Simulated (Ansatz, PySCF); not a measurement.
System: CH3 (charge 0, doublet). 
Geometry from a B3LYP-D3(BJ)/def2-TZVP (Ansatz, a first-principles code) optimisation:
```xyz
4

C      0.0000     0.0000     0.0000
H      0.0036     1.0786    -0.0270
H      0.9326    -0.5425     0.0110
H     -0.9362    -0.5361     0.0160
```
Charge 0, spin multiplicity 2.

Quantity: atomisation energy (electronic, to ground-state atoms), in kcal/mol. Valence correlation only, unless marked. Open shells are spin-unrestricted. No spin-orbit coupling. No relativistic terms. The coupled-cluster limit lacks core correlation, which all-electron functionals hold. CBS(X,Y): correlation extrapolated as X^-3; Hartree-Fock from the larger set.

```tsv
level	program	atomisation energy (kcal/mol)	minus last row
HF/cc-pVQZ	Ansatz	242.9	-64.2
BP86-D4/def2-TZVPD	PySCF + dftd4	317.0	9.9
r2SCAN0/def2-TZVPD	Ansatz	308.9	1.8
MP2/CBS(cc-pVTZ,cc-pVQZ)	Ansatz	305.7	-1.4
CCSD/STO-3G	Ansatz	323.6	16.5
CCSD(T)/aug-cc-pVQZ	Ansatz	305.4	-1.7
CCSD(T)/CBS(aug-cc-pVTZ,aug-cc-pVQZ)	Ansatz	307.1	0.0
```
